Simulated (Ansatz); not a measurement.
Species: SiH2, net charge 1, doublet state. 
Structure (B3LYP-D3(BJ)/def2-TZVP (Ansatz, an electronic-structure program) minimum search):
```
Si
H 1 1.4893
H 1 1.4893 2 119.40
```
Charge +1, spin multiplicity 2.

Basis-set convergence of Hartree-Fock and CCSD(T) correlation energies (hartree) with Ansatz. Valence correlation only, unless marked. UHF or UKS for open shells. No spin-orbit coupling. Non-relativistic.

```json
[
 {"basis": "aug-cc-pV(D+d)Z", "functions": "50", "E(HF)": "-289.73280", "E(corr, CCSD(T))": "-0.08638"},
 {"basis": "aug-cc-pV(T+d)Z", "functions": "101", "E(HF)": "-289.74249", "E(corr, CCSD(T))": "-0.09891"},
 {"basis": "aug-cc-pV(Q+d)Z", "functions": "181", "E(HF)": "-289.74531", "E(corr, CCSD(T))": "-0.10258"}
]
```

Extrapolating the two largest sets (X = 3 and 4) as X^-3: E(corr) = (64·(-0.10258) - 27·(-0.09891))/37 = -0.1053 Eh, an estimate of the basis-set limit. The largest set recovers 97.5 % of it, the smallest 82.1 %.
